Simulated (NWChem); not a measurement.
System: methylamine (CH$_{5}$N); SMILES CN

Excerpt of the output:

```
             Northwest Computational Chemistry Package (NWChem) 7.3.0
             --------------------------------------------------------

 CS  symmetry detected

                             Geometry "geometry" -> ""
                             -------------------------

 Output coordinates in angstroms (scale by  1.889725989 to convert to a.u.)

  No.       Tag          Charge          X              Y              Z
 ---- ---------------- ---------- -------------- -------------- --------------
    1 C                    6.0000    -0.00877574    -0.69584993     0.00000000
    2 N                    7.0000    -0.09442946     0.74804602     0.00000000
    3 H                    1.0000    -0.53011257    -1.10137747    -0.88172400
    4 H                    1.0000    -0.53011257    -1.10137747     0.88172400
    5 H                    1.0000     1.01461489    -1.12793238     0.00000000
    6 H                    1.0000     0.37963545     1.13473237    -0.81332000
    7 H                    1.0000     0.37963545     1.13473237     0.81332000

 Effective nuclear repulsion energy (a.u.)      42.0591357843

      Symmetry information
      --------------------

 Group name             Cs
 Group number              2
 Group order               2
 No. of unique centers     5

  pbe96 is a nonlocal functional; adding pw91lda local functional.

                                 NWChem DFT Module
                                 -----------------

 Summary of "ao basis" -> "ao basis" (spherical)
 ------------------------------------------------------------------------------
       Tag                 Description            Shells   Functions and Types
 ---------------- ------------------------------  ------  ---------------------
 C                          def2-svp                 6       14   3s2p1d
 N                          def2-svp                 6       14   3s2p1d
 H                          def2-svp                 3        5   2s1p

      Symmetry analysis of basis
      --------------------------

        a'         34
        a"         19

            General Information
            -------------------
          SCF calculation type: DFT
          Wavefunction type:  closed shell.
          No. of atoms     :     7
          No. of electrons :    18
           Alpha electrons :     9
            Beta electrons :     9
          Charge           :     0
          Spin multiplicity:     1
          Use of symmetry is: on ; symmetry adaption is: on
          Maximum number of iterations: 150
          AO basis - number of functions:    53
                     number of shells:    27
          Convergence on energy requested:  1.00D-06
          Convergence on density requested:  1.00D-05
          Convergence on gradient requested:  5.00D-04

              XC Information
              --------------
          PerdewBurkeErnzerhof Exchange Functional  1.000
            Perdew 1991 LDA Correlation Functional  1.000 local
           PerdewBurkeErnz. Correlation Functional  1.000 non-local

             Grid Information
             ----------------
          Grid used for XC integration:  medium
          Radial quadrature: Mura-Knowles
          Angular quadrature: Lebedev.
          Tag              B.-S. Rad. Rad. Pts. Rad. Cut. Ang. Pts.
          ---              ---------- --------- --------- ---------
          C                   0.70       49           7.0       434
          N                   0.65       49           7.0       434
          H                   0.35       45           9.0       434
          Grid pruning is: on
          Number of quadrature shells:   233
          Spatial weights used:  Erf1

      Superposition of Atomic Density Guess
      -------------------------------------

 Sum of atomic energies:         -94.36538716

      Non-variational initial energy
      ------------------------------

 Total energy =     -95.551843
 1-e energy   =    -209.107193
 2-e energy   =      71.496214
 HOMO         =      -0.312995
 LUMO         =       0.097047

      Symmetry analysis of molecular orbitals - initial
      -------------------------------------------------

  Numbering of irreducible representations:

     1 a'          2 a"

  Orbital symmetries:

     1 a'          2 a'          3 a'          4 a'          5 a"
     6 a'          7 a'          8 a"          9 a'         10 a'
    11 a'         12 a"         13 a'         14 a"         15 a'
    16 a"         17 a'         18 a'         19 a"

     ---------------------------------------------
      Total Density - Mulliken Population Analysis
     ---------------------------------------------

    Atom       Charge   Shell Charges
 -----------   ------   -------------------------------------------------------
    1 C    6     6.09   1.99  0.93  0.21  1.95  0.97  0.04
    2 N    7     7.59   1.99  1.04  0.46  2.50  1.58  0.02
    3 H    1     0.92   0.69  0.21  0.02
    4 H    1     0.92   0.69  0.21  0.02
    5 H    1     0.93   0.69  0.22  0.02
    6 H    1     0.78   0.61  0.13  0.04
    7 H    1     0.78   0.61  0.13  0.04

   convergence    iter        energy       DeltaE   RMS-Dens  Diis-err
 ---------------- ----- ----------------- --------- --------- ---------
 d= 0,ls=0.0,diis     1    -95.6237804466 -1.38D+02  1.26D-02  2.44D-01
 d= 0,ls=0.0,diis     2    -95.6274375862 -3.66D-03  7.03D-03  2.11D-01
 d= 0,ls=0.0,diis     3    -95.6460682755 -1.86D-02  2.40D-03  4.04D-02
 d= 0,ls=0.0,diis     4    -95.6503053052 -4.24D-03  3.81D-04  4.37D-04
 d= 0,ls=0.0,diis     5    -95.6503527340 -4.74D-05  7.41D-05  2.34D-05
  Resetting Diis
 d= 0,ls=0.0,diis     6    -95.6503554045 -2.67D-06  2.24D-05  2.87D-06
 d= 0,ls=0.0,diis     7    -95.6503557713 -3.67D-07  4.84D-06  2.71D-08

[...]
```

Level: PBE/def2-SVP. Structure relaxed at the PBE0/def2-SVP level.

**Question.** Which NWChem input produces such a log?

**Answer.** Several could match; the one computed here: the input that was run:
```
start job
memory heap 200 mb stack 900 mb global 1100 mb
geometry units angstroms noautoz
  C     -0.007721     0.690034     0.000000
  N     -0.096730    -0.753659     0.000000
  H     -0.528114     1.096772    -0.881724
  H     -0.528114     1.096772     0.881724
  H      1.016671     1.119737     0.000000
  H      0.376435    -1.141446    -0.813320
  H      0.376435    -1.141446     0.813320
end
basis spherical
  * library def2-svp
end
dft
  xc xpbe96 cpbe96
  iterations 150
  mulliken
end
task dft energy
```
